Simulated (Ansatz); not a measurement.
Cost and result for the atomization energy of AlFH3P, SMILES `[F][AlH][PH2]` (6 atoms, 5 bonds).

Total charge 0; spin multiplicity 1. The structure was optimised at the PBE0-D4/def2-TZVP level. It is one conformer, not always the lowest. Program: Ansatz. All runs use 2 threads of an Intel Xeon on a shared host. Times are those of one run each, without the atoms' runs, and a repeat can differ threefold. Electronic energies, without spin–orbit coupling; frozen cores. CCSD(T)/CBS adds CCSD(T) − MP2 in def2-TZVPP to the MP2 limit, and its time is that of the two runs behind it. T1 = 0.014. B3LYP takes the VWN-RPA correlation (the form of Gaussian; ORCA's B3LYP/G).

CCSD(T)/CBS is a level of theory with its own doubt, some kJ/mol a heavy atom from the limit and from the frozen cores, so smaller differences don't rank the functionals.

```csv
level,functions,wall time,atomization (kJ/mol),difference from CCSD(T)/CBS,per bond
CCSD(T)/def2-SVP,65,0.7 s,1636.9,-154.2,-30.8
revPBE-D4/def2-TZVPP,157,1.1 s,1744.4,-46.7,-9.3
BLYP-D4/def2-TZVPP,157,1.2 s,1780.0,-11.1,-2.2
PBE-D4/def2-TZVPP (with forces),157,1.4 s,1781.7,-9.4,-1.9
BHLYP-D4/def2-TZVPP,157,1.6 s,1737.3,-53.8,-10.8
B3LYP-D4/def2-TZVPP (with forces),157,1.9 s,1782.5,-8.6,-1.7
r2SCAN-D4/def2-TZVPP (with forces),157,2.4 s,1785.2,-5.9,-1.2
r2SCANh-D4/def2-TZVPP,157,2.5 s,1771.6,-19.5,-3.9
B2PLYP/def2-TZVPP,157,2.5 s,1760.8,-30.3,-6.1
ωB97M-V/def2-TZVPP (with forces),157,5.5 s,1795.7,4.6,0.9
MP2/def2-QZVPP,287,6.5 s,1780.0,-11.1,-2.2
CCSD(T)/def2-TZVPP,157,9.5 s,1731.7,-59.4,-11.9
CCSD(T)/CBS(def2),–,16 s,1791.1,0.0,0.0
```

The D4 term adds +15.6 kJ/mol with B3LYP and +8.0 kJ/mol with PBE0; it sums over pairs of atoms, weighted by their polarisabilities, and B3LYP, whose exchange is more repulsive, gets the larger term. From BLYP to BHLYP (50 % exact exchange), in def2-TZVPP and without D4, the atomization energy moves by −35.2 kJ/mol: exact exchange takes away binding that semilocal exchange gives to molecules. In def2-TZVPP, CCSD(T) changes the Hartree–Fock value by +437.5 kJ/mol (the triples alone add +23.4 kJ/mol) and MP2 by +449.7 kJ/mol; breaking electron pairs costs correlation energy, which Hartree–Fock lacks.
